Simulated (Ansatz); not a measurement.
# CH₂ (triplet): wave-function methods side by side, aug-cc-pVDZ

Aim: climb from Hartree-Fock through coupled cluster and multireference methods for CH₂ (triplet) at one geometry and basis, and see what each rung misses.

Computed with Ansatz 0.2.0, Gaussian basis. Level: aug-cc-pVDZ, core rule «outside noble gas», up to 1 orbitals frozen.

To be run: UHF; CCSD(T) on ROHF; CCSD(T) on UHF; BCCD(T) on ROHF; CISD; CCSDT(Q) on ROHF; CCSDT(Q) on UHF; CISDTQ; CCSDTQ on ROHF; CCSDTQ on UHF; CASSCF and MRCISD+Q, 6 electrons in 6 orbitals; CASSCF and NEVPT4(SD), 6 electrons in 6 orbitals; CASSCF and NEVPT2, 6 electrons in 6 orbitals; Full CI.

3 further runs of the same task are left out: 3 set aside as unsound or not needed.

## (1) What is computed

The geometry is a PBE0/def2-TZVPD stationary point (not a proven minimum) of the parent state, kept for this charge and spin.

3 atoms, charge 0, spin multiplicity 3.

Atoms are counted from 1 here; the program's logs count them from 0.

Bond lengths: C1–H2 1.125 Å, C1–H3 1.125 Å. Angles: H2–C1–H3 101.0°.

## (2) UHF

The input, in.yaml:

```yaml
crystal:
  periodic: [false, false, false]
  atoms:
    - {symbol: C, position_ang: [0.000000, -0.102916, 0.000000]}
    - {symbol: H, position_ang: [0.000000, 0.613177, -0.867919]}
    - {symbol: H, position_ang: [0.000000, 0.613177, 0.867919]}
basis:
  gaussian: {orbitals: aug-cc-pVDZ}
magnetization: {spin_polarized: true, initial_magnetization: 2}
hamiltonian: {xc: hf}
output: {orbitals: {seedname: orbitals}}
```

Run with:

```
ansatz run in.yaml --threads 1 --pin off --events-out ev --progress --plain --max-ram 3956MiB --backend cpu
```

Further steps of the session: CCSD(T) on ROHF; CCSD(T) on UHF; BCCD(T) on ROHF; CISD; CCSDT(Q) on ROHF; CCSDT(Q) on UHF; CISDTQ; CCSDTQ on ROHF; CCSDTQ on UHF; CASSCF and MRCISD+Q, 6 electrons in 6 orbitals; CASSCF and NEVPT4(SD), 6 electrons in 6 orbitals; CASSCF and NEVPT2, 6 electrons in 6 orbitals; Full CI.

Before running them: what should the planned runs give, taken together? Wanted: FCI below the RHF energy; RMP2 from FCI; UMP2 from FCI; RCCSD from FCI; RCCSD(T) from FCI; UCCSD(T) from FCI; RCCSDT(Q) from FCI; UCCSDT(Q) from FCI; NEVPT2 valence from FCI.

**Answer**, as computed:

| quantity | value |
| --- | --- |
| FCI below the RHF energy | -3.4383 eV |
| RMP2 from FCI | +661.9 meV |
| UMP2 from FCI | +654.6 meV |
| RCCSD from FCI | +84.6 meV |
| RCCSD(T) from FCI | +16.6 meV |
| UCCSD(T) from FCI | +16.2 meV |
| RCCSDT(Q) from FCI | +0.2 meV |
| UCCSDT(Q) from FCI | -0.5 meV |
| NEVPT2 valence from FCI | +568.7 meV |
| NEVPT4(SD) valence from FCI | +73.6 meV |
| MRCISD+Q valence from FCI | +14.1 meV |
| levels within 1 kcal/mol (43 meV) | RCCSD(T), UCCSD(T), BCCD(T), RCCSDT, UCCSDT, CISDTQ, RCCSDT(Q), UCCSDT(Q), RCCSDTQ, UCCSDTQ, MRCISD+Q valence |
| T1 diagnostic | 0.019 |
| effectively unpaired electrons | 2.02 |

In words: RCCSD(T) lands +16.6 meV from the yardstick (0.5 % of the correlation energy). One determinant dominates. Of the multireference levels listed MRCISD+Q valence comes nearest in total energy (+14.1 meV), which doesn't show that its space is the better one. These misses are within one basis, not against nature; the frozen cores of restricted and unrestricted runs differ, which can shift their rows.
